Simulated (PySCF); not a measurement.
# BF (Boron monofluoride): the cost of one run

Programs: PySCF 2.14.0, with density-fitted response routines of our own. Each step states its level of theory. These are calculated values for one molecule, in the gas phase or a continuum, unless marked as measured. Atoms are numbered from 0 throughout.

## (1) Starting geometry

2 atoms, charge 0, multiplicity 1; geometry from: GFN2-xTB. The atoms were then displaced at random by about 0.01 Å, so the start is not that level's minimum.

Bonds of the start (Å): B0–F1 1.27.

## (2) Geometry optimisation at PBE0-D3(BJ)/def2-TZVP

Job settings and geometry (Å):

```
{"job": {"xc": "PBE0", "basis": "def2-TZVP", "d3": "d3bj", "grid": 2, "shake": 0.01, "kind": "geom"}, "charge": 0, "multiplicity": 1}
B      0.643880    -0.028100     0.000920
F     -0.626390    -0.000720    -0.013040
```

Run with:

```sh
$ OMP_NUM_THREADS=1 python probes_run.py task.json out
```

This one command runs all jobs of the session in turn.

Q: Estimate the wall time and peak memory of this first job on 1 thread of Arm Neoverse V2, shared host.

About 1.9 s, with a peak of 0.27 GiB.
